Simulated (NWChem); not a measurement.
## NWChem timings: [SiH3]+ (SMILES [SiH3+])

The species is [SiH3]+ (4 atoms), meant as a singlet with charge +1. SMILES: `[SiH3+]`. The coordinates come from a PBE0-D4/def2-TZVP relaxation.

```
atom    x (Å)    y (Å)    z (Å)
  Si   0.0000   0.0000   0.0000
   H   0.6869   0.6754   1.1130
   H  -0.1184  -1.4672  -0.0099
   H  -0.5685   0.7917  -1.1031
```

Program: NWChem 7.3.0. Hardware: 1 thread of Intel Xeon Platinum 8488C (Sapphire Rapids), shared host, so times are rough. Two-electron integrals are exact unless an approximation is named.

(1) Estimate their order by wall time, quickest first.
A. energy at CCSD/6-31G* (spherical functions), 5 core orbitals frozen
B. energy at CCSD/STO-3G, 5 core orbitals frozen
C. energy of doublet [SiH3]2+ at USVWN5/6-311+G**, grid lebedev 35 6

Results:

(1) B (0.78 s), A (2.1 s), C (10 s).
